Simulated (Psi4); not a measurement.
# AlH2ClO (SMILES [OH][AlH][Cl]), run twice

Aim: the energy of AlH2ClO at BOP/jun-cc-pVTZ.

Program for the calculation: Psi4 1.11.

3 further runs of the same task are left out: 3 set aside as unsound or not needed.

## 1. The system as given

AlH2ClO has 5 atoms, charge 0, and is taken as a singlet. As SMILES, `[OH][AlH][Cl]`. Geometry: relaxed at PBE0-D4/def2-TZVP. This is one conformer, not always the lowest.

Bond lengths: O1–Al2 1.684 Å, Al2–Cl3 2.096 Å, O1–H4 0.956 Å, Al2–H5 1.563 Å. Angles: O1–Al2–Cl3 119.8°, O1–Al2–H5 119.3°, Cl3–Al2–H5 120.9°, Al2–O1–H4 124.3°.

## 2. First attempt

Contents of job.py:

```python
import psi4

psi4.set_memory('1600 MB')
psi4.set_num_threads(1)
psi4.set_output_file('alclh2o.out', False)

molecule = psi4.geometry("""
O     -1.110100     0.370900    -0.514400
Al     0.431000     0.184900     0.137500
Cl     1.114900    -1.725400     0.662800
H     -1.719500    -0.349100    -0.669500
H      1.333500     1.445000     0.342200
units bohr
symmetry c1
no_reorient
no_com
""")

psi4.set_options({
    'basis': 'jun-cc-pVTZ',
    'reference': 'rks',
    'scf_type': 'pk',
    'maxiter': 60,
})

e_tot, wfn = psi4.energy("bop", return_wfn=True)
print(f'total energy {e_tot:.8f} hartree = {e_tot * 27.211386:.5f} eV')
for k, v in sorted(psi4.core.scalar_variables().items()):
    print(f'{k:45s} {v:18.10f}')
```

On the command line:

```bash
$ python job.py
```

alclh2o.out:

```text
[...]
  Running in c1 symmetry.
[...]
  Nuclear repulsion =  244.344594140714435
[...]
  Multiplicity = 1
[...]
  Nalpha       = 20
  Nbeta        = 20
[...]
    Number of basis functions: 153
[...]
   @RKS iter   1:  -772.68506709498581    7.01434e+00   1.47456e-02 ADIIS/DIIS
[...]
   @RKS iter   9:  -774.16528619996882   -1.74991e-07   6.59577e-07 DIIS
[...]
    Orbital Energies [Eh]
    ---------------------
    Doubly Occupied:
       1A   -100.772747     2A    -55.383934     3A    -18.780270
       4A     -9.273321     5A     -7.114671     6A     -7.075637
       7A     -7.075555     8A     -4.228047     9A     -2.921253
      10A     -2.801748    11A     -2.714656    12A     -1.145686
      13A     -0.777557    14A     -0.581012    15A     -0.506182
      16A     -0.409466    17A     -0.404324    18A     -0.349719
      19A     -0.201197    20A     -0.143318
[...]
  @RKS Final Energy:  -774.16528619996882
   => Energetics <=
    Nuclear Repulsion Energy =            244.3445941407144346
    One-Electron Energy =               -1550.2277239903155532
    Two-Electron Energy =                 589.9776913598080910
    DFT Exchange-Correlation Energy =     -58.2598477101757553
    Empirical Dispersion Energy =           0.0000000000000000
    VV10 Nonlocal Energy =                  0.0000000000000000
    Total Energy =                       -774.1652861999688184
[...]
 Multipole Moments:
 ------------------------------------------------------------------------------------
     Multipole            Electronic (a.u.)      Nuclear  (a.u.)        Total (a.u.)
 ------------------------------------------------------------------------------------
 L = 1.  Multiply by 2.5417464519 to convert [e a0] to [Debye]
 Dipole X            :        -15.6838509           15.2895000           -0.3943509
 Dipole Y            :         22.5015882          -22.8650000           -0.3634118
 Dipole Z            :         -8.7261023            8.6126000           -0.1135023
 Magnitude           :                                                    0.5481456
[...]
```

On the terminal:

```text
total energy -774.16528620 hartree = -21066.11043 eV
CURRENT ENERGY                                   -774.1652862000
CURRENT REFERENCE ENERGY                         -774.1652862000
DD SOLVATION ENERGY                                 0.0000000000
DFT FUNCTIONAL TOTAL ENERGY                      -774.1652862000
DFT TOTAL ENERGY                                 -774.1652862000
DFT VV10 ENERGY                                     0.0000000000
DFT XC ENERGY                                     -58.2598477102
GRID ELECTRONS ALPHA                               19.9999890119
GRID ELECTRONS BETA                                19.9999890119
GRID ELECTRONS TOTAL                               39.9999780238
NUCLEAR REPULSION ENERGY                          244.3445941407
ONE-ELECTRON ENERGY                             -1550.2277239903
PCM POLARIZATION ENERGY                             0.0000000000
PE ENERGY                                           0.0000000000
SCF ITERATION ENERGY                             -774.1652862000
SCF ITERATIONS                                      9.0000000000
SCF TOTAL ENERGY                                 -774.1652862000
TWO-ELECTRON ENERGY                               589.9776913598
XC GRID RADIAL POINTS                              75.0000000000
XC GRID SPHERICAL POINTS                          302.0000000000
XC GRID TOTAL POINTS                           108960.0000000000
```

It took 23 s on 1 thread of Intel Xeon 6975P-C (Granite Rapids), shared host; peak memory 1.4 GiB.

## 3. Reading the log

The program ended normally, but the settings are unsound, so its numbers aren't properties of the molecule.

The cause is that the coordinates are read in the wrong unit, so the molecule is scaled by the ratio of bohr to ångström. As the program read them, the closest atoms are 0.51 Å apart, against 0.96 Å in the sound input.

## 4. The mended input

Contents of run.py:

```python
import psi4

psi4.set_memory(1600000000)
psi4.set_num_threads(1)
psi4.set_output_file('alclh2o.out', False)

m = psi4.geometry("""
0 1
O     -2.09778497     0.70089942    -0.97207512
Al     0.81447196     0.34941036     0.25983734
Cl     2.10685566    -3.26053346     1.25251048
H     -3.24938407    -0.65970339    -1.26517164
H      2.51994979     2.73065425     0.64666428
units bohr
symmetry c1
no_reorient
no_com
""")

psi4.set_options({
    'basis': 'jun-cc-pVTZ',
    'reference': 'rks',
    'scf_type': 'pk',
})

result, w = psi4.energy("bop", molecule=m, return_wfn=True)
print(f'total energy {result:.8f} hartree = {result * 27.211386:.5f} eV')
```

On the command line:

```bash
$ python run.py
```

alclh2o.out:

```text
[...]
  Running in c1 symmetry.
[...]
  Nuclear repulsion =  129.301590710630848
[...]
  Multiplicity = 1
[...]
  Nalpha       = 20
  Nbeta        = 20
[...]
    Number of basis functions: 153
[...]
   @RKS iter   1:  -778.80666081683285   -1.49283e-01   6.60943e-03 DIIS/ADIIS
[...]
   @RKS iter  10:  -779.17681385368837   -2.42942e-08   4.13841e-07 DIIS
[...]
    Orbital Energies [Eh]
    ---------------------
    Doubly Occupied:
       1A   -100.742135     2A    -55.471207     3A    -18.771229
       4A     -9.166386     5A     -6.994216     6A     -6.991136
       7A     -6.990267     8A     -3.959920     9A     -2.573033
      10A     -2.567213    11A     -2.563769    12A     -0.897380
      13A     -0.732862    14A     -0.463638    15A     -0.368064
      16A     -0.313319    17A     -0.298813    18A     -0.295117
      19A     -0.282199    20A     -0.276318
[...]
  @RKS Final Energy:  -779.17681385368837
   => Energetics <=
    Nuclear Repulsion Energy =            129.3015907106308475
    One-Electron Energy =               -1335.3932662308720865
    Two-Electron Energy =                 483.1558592073985778
    DFT Exchange-Correlation Energy =     -56.2409975408457043
    Empirical Dispersion Energy =           0.0000000000000000
    VV10 Nonlocal Energy =                  0.0000000000000000
    Total Energy =                       -779.1768138536883725
[...]
 Multipole Moments:
 ------------------------------------------------------------------------------------
     Multipole            Electronic (a.u.)      Nuclear  (a.u.)        Total (a.u.)
 ------------------------------------------------------------------------------------
 L = 1.  Multiply by 2.5417464519 to convert [e a0] to [Debye]
 Dipole X            :        -29.1584181           28.8929677           -0.2654505
 Dipole Y            :         43.1931220          -43.2085879           -0.0154659
 Dipole Z            :        -16.3813373           16.2754553           -0.1058821
 Magnitude           :                                                    0.2862065
[...]
```

On the terminal:

```text
total energy -779.17681385 hartree = -21202.48104 eV
```

Run time: 23 s. Hardware: 1 thread of Intel Xeon 6975P-C (Granite Rapids), shared host; peak memory 1.4 GiB.

## 5. Outcome

At BOP/jun-cc-pVTZ:

| quantity | value |
| --- | --- |
| total energy | -779.17681 Eh |
| dipole moment | 0.73 D |
| HOMO energy | -7.52 eV |
| LUMO energy | -1.35 eV |
| HOMO–LUMO gap | 6.17 eV |

What this shows: The first attempt's energy was +136.371 eV off this one.
